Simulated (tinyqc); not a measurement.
UHF in the sto-6g basis, for NH, spin multiplicity 3, step by step (part 1 of 3). This run ends on a higher stationary point, not on the lowest solution. Computed by tinyqc, a small Python program that keeps every step (integrals from PySCF). Settings: charge = 0, multiplicity = 3, basis = sto-6g, energy threshold = 1e-10, iteration cap = 50, orthogonalisation = canonical, start = atomic densities, DIIS depth = 6, DIIS from iteration = 2, method = UHF. Command: `OMP_NUM_THREADS=1 python tinyqc.py 20416 20417 out.jsonl` (the two numbers bound the seeds that draw the settings). One thread of a shared host (Intel(R) Xeon(R) Processor @ 2.60GHz), about 0.2 s of CPU time with the checks. Later iterations appear only in the table of the cycle.

## One-electron integrals

Geometry (angstrom):

| atom | x | y | z |
|---|---|---|---|
| N | 0.000000 | 0.000000 | 0.000000 |
| H | 0.000000 | 0.000000 | 1.635000 |

Basis sto-6g: exponents (1/bohr^2) and contraction coefficients of normalised primitives:

| element | l (shell) | exponent | coefficient |
|---|---|---|---|
| N | s (1) | 1027.828458 | 0.009164 |
| N | s (1) | 188.451223 | 0.049361 |
| N | s (1) | 52.721861 | 0.168538 |
| N | s (1) | 18.111382 | 0.370563 |
| N | s (1) | 7.033180 | 0.416492 |
| N | s (1) | 2.896652 | 0.130334 |
| N | s (2) | 39.198808 | -0.013253 |
| N | s (2) | 7.758467 | -0.046992 |
| N | s (2) | 2.411326 | -0.033785 |
| N | s (2) | 0.927724 | 0.250242 |
| N | s (2) | 0.402911 | 0.595117 |
| N | s (2) | 0.184684 | 0.240706 |
| N | p (3) | 39.198808 | 0.003760 |
| N | p (3) | 7.758467 | 0.037679 |
| N | p (3) | 2.411326 | 0.173897 |
| N | p (3) | 0.927724 | 0.418036 |
| N | p (3) | 0.402911 | 0.425860 |
| N | p (3) | 0.184684 | 0.101708 |
| H | s (1) | 35.523221 | 0.009164 |
| H | s (1) | 6.513144 | 0.049361 |
| H | s (1) | 1.822143 | 0.168538 |
| H | s (1) | 0.625955 | 0.370563 |
| H | s (1) | 0.243077 | 0.416492 |
| H | s (1) | 0.100112 | 0.130334 |

Overlap, kinetic and nuclear-attraction integrals over the contracted functions; the nuclear repulsion is the sum of Za Zb / Rab.

nuclear repulsion = 2.26559051 hartree

overlap S:
```
           1N 1s     1N 2s    1N 2px    1N 2py    1N 2pz     2H 1s
1N 1s   1.000000  0.229416  0.000000  0.000000  0.000000  0.014336
1N 2s   0.229416  1.000000  0.000000  0.000000  0.000000  0.197671
1N 2px  0.000000  0.000000  1.000000  0.000000  0.000000  0.000000
1N 2py  0.000000  0.000000  0.000000  1.000000  0.000000  0.000000
1N 2pz  0.000000  0.000000  0.000000  0.000000  1.000000  0.211480
2H 1s   0.014336  0.197671  0.000000  0.000000  0.211480  1.000000
```

kinetic energy T (hartree):
```
            1N 1s      1N 2s    1N 2px    1N 2py    1N 2pz      2H 1s
1N 1s   22.236411  -0.678745  0.000000  0.000000  0.000000  -0.004942
1N 2s   -0.678745   0.632900  0.000000  0.000000  0.000000  -0.006701
1N 2px   0.000000   0.000000  1.901294  0.000000  0.000000   0.000000
1N 2py   0.000000   0.000000  0.000000  1.901294  0.000000   0.000000
1N 2pz   0.000000   0.000000  0.000000  0.000000  1.901294   0.032715
2H 1s   -0.004942  -0.006701  0.000000  0.000000  0.032715   0.768522
```

nuclear attraction V (hartree):
```
             1N 1s      1N 2s     1N 2px     1N 2py     1N 2pz      2H 1s
1N 1s   -46.997134  -4.721308   0.000000   0.000000  -0.006423  -0.335031
1N 2s    -4.721308  -7.148688   0.000000   0.000000  -0.077141  -0.979205
1N 2px    0.000000   0.000000  -7.135248   0.000000   0.000000   0.000000
1N 2py    0.000000   0.000000   0.000000  -7.135248   0.000000   0.000000
1N 2pz   -0.006423  -0.077141   0.000000   0.000000  -7.174665  -0.937883
2H 1s    -0.335031  -0.979205   0.000000   0.000000  -0.937883  -3.500011
```

core Hamiltonian H = T + V (hartree):
```
             1N 1s      1N 2s     1N 2px     1N 2py     1N 2pz      2H 1s
1N 1s   -24.760723  -5.400053   0.000000   0.000000  -0.006423  -0.339973
1N 2s    -5.400053  -6.515788   0.000000   0.000000  -0.077141  -0.985906
1N 2px    0.000000   0.000000  -5.233954   0.000000   0.000000   0.000000
1N 2py    0.000000   0.000000   0.000000  -5.233954   0.000000   0.000000
1N 2pz   -0.006423  -0.077141   0.000000   0.000000  -5.273371  -0.905168
2H 1s    -0.339973  -0.985906   0.000000   0.000000  -0.905168  -2.731488
```

## Two-electron integrals

Functions are numbered as in S; the eight-fold symmetry (ij|kl) = (ji|kl) = (kl|ij) leaves the list below.

Two-electron integrals (ij|kl) in chemists' order, unique and non-zero (hartree):
```
(11|11) 4.168742   (21|11) 0.583648   (21|21) 0.104114   (22|11) 0.968487
(22|21) 0.214450   (22|22) 0.708398   (31|31) 0.022075   (32|31) 0.033611
(32|32) 0.156576   (33|11) 0.968488   (33|21) 0.214450   (33|22) 0.708398
(33|33) 0.763241   (41|41) 0.022075   (42|41) 0.033611   (42|42) 0.156576
(43|43) 0.041133   (44|11) 0.968488   (44|21) 0.214450   (44|22) 0.708398
(44|33) 0.680975   (44|44) 0.763241   (51|51) 0.022075   (52|51) 0.033611
(52|52) 0.156576   (53|53) 0.041133   (54|54) 0.041133   (55|11) 0.968488
(55|21) 0.214450   (55|22) 0.708398   (55|33) 0.680975   (55|44) 0.680975
(55|55) 0.763241   (61|11) 0.038551   (61|21) 0.006609   (61|22) 0.013375
(61|33) 0.013340   (61|44) 0.013340   (61|51) 0.000371   (61|52) 0.000738
(61|55) 0.013444   (61|61) 0.000429   (62|11) 0.122664   (62|21) 0.027677
(62|22) 0.104914   (62|33) 0.102663   (62|44) 0.102663   (62|51) 0.002461
(62|52) 0.020034   (62|55) 0.109415   (62|61) 0.001791   (62|62) 0.022782
(63|31) 0.002583   (63|32) 0.015634   (63|53) 0.003764   (63|63) 0.002517
(64|41) 0.002583   (64|42) 0.015634   (64|54) 0.003764   (64|64) 0.002517
(65|11) 0.111403   (65|21) 0.025420   (65|22) 0.102005   (65|33) 0.097613
(65|44) 0.097613   (65|51) 0.004419   (65|52) 0.032798   (65|55) 0.110789
(65|61) 0.001699   (65|62) 0.026451   (65|65) 0.032674   (66|11) 0.322879
(66|21) 0.074042   (66|22) 0.320184   (66|33) 0.309042   (66|44) 0.309042
(66|51) 0.006284   (66|52) 0.072537   (66|55) 0.342467   (66|61) 0.004797
(66|62) 0.099750   (66|65) 0.128214   (66|66) 0.774999
```

## Orthogonalisation

S = U s U^T; canonical form X = U s^(-1/2), so that X^T S X = 1. Each column of U has its largest component positive (the first on a tie).

eigenvalues of S: 0.665840  0.850730  1.000000  1.000000  1.135716  1.347714

X:
```
                1          2          3         4          5         6
1N 1s   -0.485878   0.642012   0.000000  0.000000  -0.524600  0.365053
1N 2s    0.751909  -0.389548   0.000000  0.000000  -0.334055  0.522350
1N 2px   0.000000   0.000000  -0.681673  0.731657   0.000000  0.000000
1N 2py   0.000000   0.000000   0.731657  0.681673   0.000000  0.000000
1N 2pz   0.447556   0.638888   0.000000  0.000000   0.591344  0.301159
2H 1s   -0.707186  -0.450951   0.000000  0.000000   0.379494  0.495164
```

Within a degenerate level the vectors are fixed only up to a rotation; this is one choice.

## Starting guess

The start is atomic minimal-basis densities projected into this basis (PySCF's MINAO start) and scaled to the electron count of each spin; this density is not idempotent, so its energy is not variational and may lie below the converged one.

D(alpha) at the start:
```
            1N 1s      1N 2s    1N 2px    1N 2py     1N 2pz      2H 1s
1N 1s    1.328061  -0.302887  0.000000  0.000000   0.002244  -0.007719
1N 2s   -0.302887   1.320494  0.000000  0.000000  -0.010559   0.040171
1N 2px   0.000000   0.000000  0.620242  0.000000   0.000000   0.000000
1N 2py   0.000000   0.000000  0.000000  0.620242   0.000000   0.000000
1N 2pz   0.002244  -0.010559  0.000000  0.000000   0.605243   0.042166
2H 1s   -0.007719   0.040171  0.000000  0.000000   0.042166   0.611198
```

D(beta) at the start:
```
            1N 1s      1N 2s    1N 2px    1N 2py     1N 2pz      2H 1s
1N 1s    0.796837  -0.181732  0.000000  0.000000   0.001346  -0.004632
1N 2s   -0.181732   0.792297  0.000000  0.000000  -0.006335   0.024102
1N 2px   0.000000   0.000000  0.372145  0.000000   0.000000   0.000000
1N 2py   0.000000   0.000000  0.000000  0.372145   0.000000   0.000000
1N 2pz   0.001346  -0.006335  0.000000  0.000000   0.363146   0.025299
2H 1s   -0.004632   0.024102  0.000000  0.000000   0.025299   0.366719
```

## Iteration 1: building the Fock matrix

J_ij = sum D_kl (ij|kl) with D = D(alpha) + D(beta), K_ij = sum D_kl (ik|jl) for each spin; F = H + J - K(s); E = tr D H + tr D J / 2 - 0.5 sum_s tr D(s) K(s) + E_nn.

Coulomb J (hartree):
```
            1N 1s     1N 2s    1N 2px    1N 2py    1N 2pz     2H 1s
1N 1s   13.544367  2.304908  0.000000  0.000000  0.006071  0.148384
1N 2s    2.304908  5.778825  0.000000  0.000000  0.072868  0.868544
1N 2px   0.000000  0.000000  5.767707  0.000000  0.000000  0.000000
1N 2py   0.000000  0.000000  0.000000  5.767707  0.000000  0.000000
1N 2pz   0.006071  0.072868  0.000000  0.000000  5.801064  0.860697
2H 1s    0.148384  0.868544  0.000000  0.000000  0.860697  3.021306
```

exchange K(alpha) (hartree):
```
           1N 1s     1N 2s    1N 2px    1N 2py    1N 2pz     2H 1s
1N 1s   5.361242  0.797342  0.000000  0.000000  0.001583  0.058245
1N 2s   0.797342  1.256409  0.000000  0.000000  0.018274  0.251228
1N 2px  0.000000  0.000000  0.742587  0.000000  0.000000  0.000000
1N 2py  0.000000  0.000000  0.000000  0.742587  0.000000  0.000000
1N 2pz  0.001583  0.018274  0.000000  0.000000  0.760565  0.194338
2H 1s   0.058245  0.251228  0.000000  0.000000  0.194338  0.544345
```

exchange K(beta) (hartree):
```
           1N 1s     1N 2s    1N 2px    1N 2py    1N 2pz     2H 1s
1N 1s   3.216745  0.478405  0.000000  0.000000  0.000950  0.034947
1N 2s   0.478405  0.753846  0.000000  0.000000  0.010964  0.150737
1N 2px  0.000000  0.000000  0.445552  0.000000  0.000000  0.000000
1N 2py  0.000000  0.000000  0.000000  0.445552  0.000000  0.000000
1N 2pz  0.000950  0.010964  0.000000  0.000000  0.456339  0.116603
2H 1s   0.034947  0.150737  0.000000  0.000000  0.116603  0.326607
```

F(alpha) (hartree):
```
             1N 1s      1N 2s     1N 2px     1N 2py     1N 2pz      2H 1s
1N 1s   -16.577598  -3.892487   0.000000   0.000000  -0.001935  -0.249834
1N 2s    -3.892487  -1.993372   0.000000   0.000000  -0.022547  -0.368589
1N 2px    0.000000   0.000000  -0.208834   0.000000   0.000000   0.000000
1N 2py    0.000000   0.000000   0.000000  -0.208834   0.000000   0.000000
1N 2pz   -0.001935  -0.022547   0.000000   0.000000  -0.232872  -0.238808
2H 1s    -0.249834  -0.368589   0.000000   0.000000  -0.238808  -0.254528
```

F(beta) (hartree):
```
             1N 1s      1N 2s    1N 2px    1N 2py     1N 2pz      2H 1s
1N 1s   -14.433101  -3.573550  0.000000  0.000000  -0.001301  -0.226536
1N 2s    -3.573550  -1.490808  0.000000  0.000000  -0.015237  -0.268098
1N 2px    0.000000   0.000000  0.088201  0.000000   0.000000   0.000000
1N 2py    0.000000   0.000000  0.000000  0.088201   0.000000   0.000000
1N 2pz   -0.001301  -0.015237  0.000000  0.000000   0.071354  -0.161073
2H 1s    -0.226536  -0.268098  0.000000  0.000000  -0.161073  -0.036790
```

total energy of this density = -54.61726904 hartree

This density is the starting one; it is not idempotent, so its energy is not variational and may lie below the converged one.

## Iteration 1: diagonalisation and new density

Diagonalise F' = X^T F X, C = X C', fill 5 alpha and 3 beta electrons from the bottom; D(s) = C_occ C_occ^T. Each column has its largest component positive (the first on a tie).

F' = X^T F X (alpha) (hartree):
```
           1          2          3          4          5          6
1  -2.013261   3.222910   0.000000   0.000000  -2.999723   2.245743
2   3.222910  -5.172872   0.000000   0.000000   5.213560  -4.148654
3   0.000000   0.000000  -0.208834   0.000000   0.000000   0.000000
4   0.000000   0.000000   0.000000  -0.208834   0.000000   0.000000
5  -2.999723   5.213560   0.000000   0.000000  -6.171201   4.890734
6   2.245743  -4.148654   0.000000   0.000000   4.890734  -4.680822
```

orbital energies (alpha) (hartree): MO1 -16.578146, MO2 -1.148697, MO3 -0.360673, MO4 -0.208834, MO5 -0.208834, MO6 0.049360

coefficients C (alpha):
```
              MO1        MO2        MO3        MO4       MO5        MO6
1N 1s    0.998569  -0.237177   0.040506   0.000000  0.000000   0.041153
1N 2s    0.006187   1.002158  -0.210132   0.000000  0.000000  -0.230307
1N 2px   0.000000   0.000000   0.000000  -0.586146  0.810206   0.000000
1N 2py   0.000000   0.000000   0.000000   0.810206  0.586146   0.000000
1N 2pz   0.000207   0.023737   0.703209   0.000000  0.000000  -0.744179
2H 1s   -0.000400   0.096608   0.581603   0.000000  0.000000   0.863178
```

F' = X^T F X (beta) (hartree):
```
           1          2         3         4          5          6
1  -1.421489   2.717057  0.000000  0.000000  -2.592015   2.026834
2   2.717057  -4.229858  0.000000  0.000000   4.637516  -3.700392
3   0.000000   0.000000  0.088201  0.000000   0.000000   0.000000
4   0.000000   0.000000  0.000000  0.088201   0.000000   0.000000
5  -2.592015   4.637516  0.000000  0.000000  -5.278562   4.394837
6   2.026834  -3.700392  0.000000  0.000000   4.394837  -3.969273
```

orbital energies (beta) (hartree): MO1 -14.438450, MO2 -0.652305, MO3 -0.083217, MO4 0.088201, MO5 0.088201, MO6 0.274789

coefficients C (beta):
```
              MO1        MO2        MO3        MO4       MO5        MO6
1N 1s    0.995124  -0.247818   0.056077   0.000000  0.000000  -0.043536
1N 2s    0.020563   0.988738  -0.269722   0.000000  0.000000   0.225345
1N 2px   0.000000   0.000000   0.000000  -0.021917  0.999760   0.000000
1N 2py   0.000000   0.000000   0.000000   0.999760  0.021917   0.000000
1N 2pz   0.000602   0.024752   0.605044   0.000000  0.000000   0.825940
2H 1s   -0.002463   0.137022   0.679977   0.000000  0.000000  -0.781999
```

D(alpha) after iteration 1:
```
            1N 1s      1N 2s    1N 2px    1N 2py     1N 2pz      2H 1s
1N 1s    1.055033  -0.240022  0.000000  0.000000   0.023061   0.000246
1N 2s   -0.240022   1.048515  0.000000  0.000000  -0.123977  -0.025399
1N 2px   0.000000   0.000000  1.000000  0.000000   0.000000   0.000000
1N 2py   0.000000   0.000000  0.000000  1.000000   0.000000   0.000000
1N 2pz   0.023061  -0.123977  0.000000  0.000000   0.495066   0.411281
2H 1s    0.000246  -0.025399  0.000000  0.000000   0.411281   0.347595
```

D(beta) after iteration 1:
```
            1N 1s      1N 2s    1N 2px    1N 2py     1N 2pz      2H 1s
1N 1s    1.054831  -0.239690  0.000000  0.000000   0.028394   0.001724
1N 2s   -0.239690   1.050776  0.000000  0.000000  -0.138708  -0.047976
1N 2px   0.000000   0.000000  0.000000  0.000000   0.000000   0.000000
1N 2py   0.000000   0.000000  0.000000  0.000000   0.000000   0.000000
1N 2pz   0.028394  -0.138708  0.000000  0.000000   0.366691   0.414806
2H 1s    0.001724  -0.047976  0.000000  0.000000   0.414806   0.481150
```

Within a degenerate level the vectors are fixed only up to a rotation; this is one choice.

## Iteration 2: building the Fock matrix

As before.

Coulomb J (hartree):
```
            1N 1s     1N 2s    1N 2px    1N 2py     1N 2pz     2H 1s
1N 1s   13.474019  2.294751  0.000000  0.000000  -0.003237  0.147512
1N 2s    2.294751  5.770561  0.000000  0.000000   0.032564  0.864871
1N 2px   0.000000  0.000000  5.758192  0.000000   0.000000  0.000000
1N 2py   0.000000  0.000000  0.000000  5.758192   0.000000  0.000000
1N 2pz  -0.003237  0.032564  0.000000  0.000000   5.795299  0.855083
2H 1s    0.147512  0.864871  0.000000  0.000000   0.855083  2.997588
```

exchange K(alpha) (hartree):
```
            1N 1s      1N 2s    1N 2px    1N 2py     1N 2pz     2H 1s
1N 1s    4.282364   0.667963  0.000000  0.000000  -0.000610  0.048243
1N 2s    0.667963   1.159414  0.000000  0.000000  -0.036925  0.206793
1N 2px   0.000000   0.000000  0.999242  0.000000   0.000000  0.000000
1N 2py   0.000000   0.000000  0.000000  0.999242   0.000000  0.000000
1N 2pz  -0.000610  -0.036925  0.000000  0.000000   0.732272  0.262129
2H 1s    0.048243   0.206793  0.000000  0.000000   0.262129  0.407994
```

exchange K(beta) (hartree):
```
           1N 1s      1N 2s    1N 2px    1N 2py     1N 2pz     2H 1s
1N 1s   4.235039   0.596665  0.000000  0.000000   0.000883  0.042227
1N 2s   0.596665   0.826414  0.000000  0.000000  -0.047025  0.175946
1N 2px  0.000000   0.000000  0.189624  0.000000   0.000000  0.000000
1N 2py  0.000000   0.000000  0.000000  0.189624   0.000000  0.000000
1N 2pz  0.000883  -0.047025  0.000000  0.000000   0.556074  0.254649
2H 1s   0.042227   0.175946  0.000000  0.000000   0.254649  0.497976
```

F(alpha) (hartree):
```
             1N 1s      1N 2s     1N 2px     1N 2py     1N 2pz      2H 1s
1N 1s   -15.569069  -3.773265   0.000000   0.000000  -0.009050  -0.240704
1N 2s    -3.773265  -1.904641   0.000000   0.000000  -0.007652  -0.327827
1N 2px    0.000000   0.000000  -0.475004   0.000000   0.000000   0.000000
1N 2py    0.000000   0.000000   0.000000  -0.475004   0.000000   0.000000
1N 2pz   -0.009050  -0.007652   0.000000   0.000000  -0.210344  -0.312214
2H 1s    -0.240704  -0.327827   0.000000   0.000000  -0.312214  -0.141895
```

F(beta) (hartree):
```
             1N 1s      1N 2s    1N 2px    1N 2py     1N 2pz      2H 1s
1N 1s   -15.521743  -3.701966  0.000000  0.000000  -0.010543  -0.234688
1N 2s    -3.701966  -1.571641  0.000000  0.000000   0.002447  -0.296980
1N 2px    0.000000   0.000000  0.334614  0.000000   0.000000   0.000000
1N 2py    0.000000   0.000000  0.000000  0.334614   0.000000   0.000000
1N 2pz   -0.010543   0.002447  0.000000  0.000000  -0.034146  -0.304733
2H 1s    -0.234688  -0.296980  0.000000  0.000000  -0.304733  -0.231877
```

total energy of this density = -54.67519967 hartree
